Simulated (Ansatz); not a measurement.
Isolated molecules relaxed with PBE0-D4/def2-TZVP in Ansatz; ΔE leaves out vibrations. CCSD(T)/CBS adds triple-zeta CCSD(T) − MP2 to the extrapolated MP2 energy (def2 sets, frozen cores). This one scheme is used for every species, atoms too. DFT in def2-TZVPP. B3LYP here is the variant with VWN-RPA as its local correlation; programs differ in this. HSE06 is defined as in plane-wave codes. No spin–orbit coupling; open shells (•) take unrestricted orbitals. Spin–orbit coupling would lower the free atoms: a little for F. Bonds to Mg are less sure, by a few kJ/mol each and by 10 to 20 or more in all where they break to atoms, as the def2 sets lack core-valence functions.

`[F][MgH]` → F• + `[MgH]`•  (homolysis of the F–Mg bond)

```csv
level,ΔE (kcal/mol),difference from CCSD(T)/CBS
r2SCAN-D4,140.2,-8.3
HSE06-D4,137.0,-11.5
PBE,143.0,-5.5
revPBE,137.9,-10.6
r2SCAN,140.2,-8.3
PBE0,137.1,-11.4
B3LYP,140.2,-8.3
BHLYP,133.0,-15.5
CCSD/def2-TZVPP,137.3,-11.2
HF/CBS(def2),102.2,-46.3
CCSD(T)/CBS,148.5,0
```

Largest T1 diagnostic among the species: 0.012.

At CCSD(T), def2-SVP lies −12.4 kcal/mol from the extrapolated value and def2-TZVPP −9.0 kcal/mol: correlation converges slowly with the basis, and small sets miss more of it in the bonded molecule than in its fragments. Leaving LDA and LC-ωPBE aside and taking each functional with its dispersion term where it has one, the values, not all of them listed here, spread over 11.3 kcal/mol, from BHLYP-D4 to ωB97M-V. LDA lies +16.7 kcal/mol from PBE without D4, its usual overbinding.

CCSD(T)/CBS has its own doubt, a few kJ/mol and more with outer-core shells, so smaller differences from it don't rank the levels.
